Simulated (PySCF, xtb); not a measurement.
SiH4, SMILES [SiH4].

xtb with GFN2-xTB at its own geometry gives an orbital gap of 6.71 eV and a dipole moment of 0.00 D.

Geometry: ωB97X-D3(BJ)/def2-TZVPD. The isomer is the one that the SMILES or the coordinates give; other isomers of the formula were not compared.

### Question
What does r2SCAN/def2-TZVPD in PySCF give? (An estimate is asked for; the answer gives what the named calculation found.)

### Answer
gap 9.50 eV (levels -8.86 and 0.63 eV), dipole 0.00 D.
